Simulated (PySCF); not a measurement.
**Gas-phase thermal properties of C3H8**

Method: PySCF energies (xtb for GFN2) plus ideal-gas RRHO corrections (1 bar). Table values come from the NASA 1993 polynomials. 6-31G* has spherical d functions here. All species are closed-shell singlets. B3LYP is the form with VWN-RPA correlation. The harmonic model lacks anharmonicity and excited electronic states, which grow with temperature; levels with a mode under 35 cm⁻¹ are left out. Internal rotation in C3H8 is treated as a harmonic vibration of one conformer, which makes the entropy rough.

```json
[
 {"level": "table", "point group": "-", "σ": "-", "ZPE (kJ/mol)": "-", "S°298 (J/mol/K)": "270.3", "Cp298 (J/mol/K)": "73.6", "S°1000 (J/mol/K)": "417.2", "H1000 − H298 (kJ/mol)": "92.4"},
 {"level": "B3LYP/6-31G*", "point group": "C2v", "σ": "2", "ZPE (kJ/mol)": "273.4", "S°298 (J/mol/K)": "268.2", "Cp298 (J/mol/K)": "69.7", "S°1000 (J/mol/K)": "411.5", "H1000 − H298 (kJ/mol)": "90.6"},
 {"level": "GFN2-xTB", "point group": "C2v", "σ": "2", "ZPE (kJ/mol)": "269.5", "S°298 (J/mol/K)": "268.8", "Cp298 (J/mol/K)": "69.5", "S°1000 (J/mol/K)": "412.8", "H1000 − H298 (kJ/mol)": "91.2"},
 {"level": "HF/6-31G*", "point group": "C2v", "σ": "2", "ZPE (kJ/mol)": "290.2", "S°298 (J/mol/K)": "266.0", "Cp298 (J/mol/K)": "66.2", "S°1000 (J/mol/K)": "402.1", "H1000 − H298 (kJ/mol)": "86.3"},
 {"level": "PBE/def2-SVP", "point group": "C2v", "σ": "2", "ZPE (kJ/mol)": "263.4", "S°298 (J/mol/K)": "269.2", "Cp298 (J/mol/K)": "72.2", "S°1000 (J/mol/K)": "417.6", "H1000 − H298 (kJ/mol)": "93.7"},
 {"level": "PBE0/def2-TZVP", "point group": "C2v", "σ": "2", "ZPE (kJ/mol)": "271.5", "S°298 (J/mol/K)": "268.4", "Cp298 (J/mol/K)": "70.3", "S°1000 (J/mol/K)": "413.0", "H1000 − H298 (kJ/mol)": "91.4"}
]
```
σ: rotational symmetry number. Electronic degeneracy used: 1. Frequencies are unscaled.
